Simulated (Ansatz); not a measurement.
# SiH₂S (SMILES [SiH2]=S): functionals against CCSD(T) at one geometry

How do the functionals fare away from a minimum? The structure is a structure displaced at random from a GFN2-xTB minimum.

Method: single points in def2-TZVPP; program: Ansatz 0.2.0, Gaussian basis.

Correlated methods freeze the cores.

## Step 1: The system as given

SMILES `[SiH2]=S`, 4 atoms, charge 0, spin multiplicity 1.

Atoms are counted from 1 here; the program's logs count them from 0.

Bond lengths: Si1–S2 1.986 Å, Si1–H3 1.437 Å, Si1–H4 1.472 Å. Angles: S2–Si1–H3 125.1°, S2–Si1–H4 124.5°, H3–Si1–H4 110.4°.

Coordinates:

```xyz
4
charge 0, multiplicity 1
Si   -0.06760   -0.00170   -0.04640
S     1.67160   -0.24040    0.88220
H    -1.23040   -0.82160    0.15440
H    -0.36070    1.07900   -1.00220
```

## Step 2: CCSD(T)/def2-TZVPP

Input file run/in.yaml:

```yaml
crystal:
  periodic: [false, false, false]
  atoms:
    - {symbol: Si, position_ang: [-0.067600, -0.001700, -0.046400]}
    - {symbol: S, position_ang: [1.671600, -0.240400, 0.882200]}
    - {symbol: H, position_ang: [-1.230400, -0.821600, 0.154400]}
    - {symbol: H, position_ang: [-0.360700, 1.079000, -1.002200]}
basis:
  gaussian: {orbitals: def2-TZVPP}
correlation: {method: ccsd_t}
output: {forces: true}
```

No record of the launch command was kept for these runs.

## Step 3: PBE0-D4/def2-TZVPP

run/in.yaml, as its differences from that of step 2:

```diff
@@ -9,3 +9,3 @@
   gaussian: {orbitals: def2-TZVPP}
-correlation: {method: ccsd_t}
-output: {forces: true}
+hamiltonian: {xc: pbe0, dispersion: d4}
+output: {forces: true, orbitals: {seedname: orbitals}}
```

## Step 4: wB97M-V/def2-TZVPP

run/in.yaml, as its differences from that of step 3:

```diff
@@ -9,3 +9,3 @@
   gaussian: {orbitals: def2-TZVPP}
-hamiltonian: {xc: pbe0, dispersion: d4}
-output: {forces: true, orbitals: {seedname: orbitals}}
+hamiltonian: {xc: {name: wB97M-V}}
+output: {forces: true}
```

## Step 5: r2SCAN-D4/def2-TZVPP

run/in.yaml, as its differences from that of step 4:

```diff
@@ -9,3 +9,3 @@
   gaussian: {orbitals: def2-TZVPP}
-hamiltonian: {xc: {name: wB97M-V}}
+hamiltonian: {xc: r2scan, dispersion: d4}
 output: {forces: true}
```

## Step 6: PBE-D4/def2-TZVPP

run/in.yaml, as its differences from that of step 5:

```diff
@@ -9,3 +9,3 @@
   gaussian: {orbitals: def2-TZVPP}
-hamiltonian: {xc: r2scan, dispersion: d4}
+hamiltonian: {xc: pbe, dispersion: d4}
 output: {forces: true}
```

## Step 7: SPW92/def2-TZVPP

run/in.yaml, as its differences from that of step 6:

```diff
@@ -9,3 +9,3 @@
   gaussian: {orbitals: def2-TZVPP}
-hamiltonian: {xc: pbe, dispersion: d4}
+hamiltonian: {xc: lda}
 output: {forces: true}
```

## Step 8: wB97X-V/def2-TZVPP

run/in.yaml, as its differences from that of step 7:

```diff
@@ -9,3 +9,3 @@
   gaussian: {orbitals: def2-TZVPP}
-hamiltonian: {xc: lda}
+hamiltonian: {xc: {name: wB97X-V}}
 output: {forces: true}
```

(Steps that only read results are left out.)

**Question.** What will these runs give? Wanted: energy less free atoms, CCSD(T)/def2-TZVPP; RMS force component; RMS force error; HOMO and LUMO, PBE0-D4; T1 diagnostic.

As calculated:

| quantity | value |
| --- | --- |
| energy less free atoms, CCSD(T)/def2-TZVPP | -1069.4 kJ/mol |
| RMS force component | 0.595 to 0.845 eV/Å over the methods |
| RMS force error | PBE0-D4 0.175, wB97M-V 0.200, r2SCAN-D4 0.119, PBE-D4 0.137, SPW92 0.196, wB97X-V 0.274 eV/Å |
| HOMO and LUMO, PBE0-D4 | -7.14 and -2.71 eV |
| T1 diagnostic | 0.020 |

In words: Against CCSD(T) the functionals' energies less atoms differ by -176.0 to -20.6 kJ/mol, PBE-D4 by -39.6 kJ/mol. CCSD(T) in triple zeta still lacks some correlation energy of the bonds, so part of these gaps is its own basis error and they don't rank the functionals. For forces r2SCAN-D4 does best and wB97X-V worst. Frozen-core CCSD(T) forces in triple zeta carry basis errors of their own, and this is one geometry, so small gaps rank nothing.
